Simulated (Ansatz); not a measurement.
## AlSiH5 (AlH2(SiH3)): the vertical ionisation energy, rung by rung

AlSiH5 has 7 atoms, charge 0, and is taken as a singlet. As SMILES, `[H][Al]([H])[SiH3]`. Geometry: a GFN2-xTB relaxation, a rough one for these elements and not checked as a minimum.

```xyz
7

Al    0.6880    1.2017    0.0039
H     2.2454    1.3650    0.0565
H     0.0534    2.6332   -0.0166
Si   -0.5174   -0.8978   -0.0168
H    -1.8514   -0.8364    0.6256
H     0.1776   -1.9927    0.7011
H    -0.7956   -1.4730   -1.3538
```

Quantity: the vertical ionisation energy (to the doublet cation), in eV. The values are calculated.

```csv
level,kind,program,value (eV),less FCI/STO-3G,CPU time (all runs)
BLYP/STO-3G,GGA,Ansatz,7.74,+0.55,4.9 s
wB97M-V/STO-3G,range-separated hybrid,Ansatz,8.05,+0.86,73 s
BCCD(T)/STO-3G,coupled cluster or CI,Ansatz,7.19,0.00,0.72 s
CCSD(T)/STO-3G,coupled cluster or CI,Ansatz,7.19,0.00,0.61 s
CCSDT(Q)/STO-3G,coupled cluster or CI,Ansatz,7.18,-0.01,1.6 s
CCSDT/STO-3G,coupled cluster or CI,Ansatz,7.18,-0.01,1.4 s
CCSDTQ/STO-3G,coupled cluster or CI,Ansatz,7.19,0.00,33 s
FCI/STO-3G,exact in the basis,Ansatz,7.19,0.00,38 s
```

FCI/STO-3G is exact within its basis and frozen core, so for wave-function methods in that basis the difference is their error; functionals converge differently with the basis, so for them it is only a difference. The values span 7.18 to 8.05 eV. All rows use very small basis sets, so even the best lies far from the true value. Times are those of the runs behind each value, whatever else they computed, on shared processors of several kinds: orders of magnitude only.
